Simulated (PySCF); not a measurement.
Difluoromethane, SMILES FCF (B3LYP/def2-SVP optimised geometry):

```
5

F     -0.772     0.950     0.000
C     -0.333    -0.329     0.000
F     -0.772    -0.950     1.118
H      0.772    -0.329     0.000
H     -0.743    -0.849    -0.885
```

Calculation: B3LYP/def2-TZVP run with PySCF 2.14.0.

Problem. What are the frontier orbital energies and the dipole moment?

Solution. HOMO-2 -11.57 eV, HOMO-1 -11.35 eV, HOMO -9.62 eV, LUMO 1.33 eV, LUMO+1 2.06 eV; dipole moment 1.85 D.

Meta-Löwdin charges at B3LYP/def2-TZVP: F1 -0.29, C2 0.37, F3 -0.29, H4 0.11, H5 0.11.
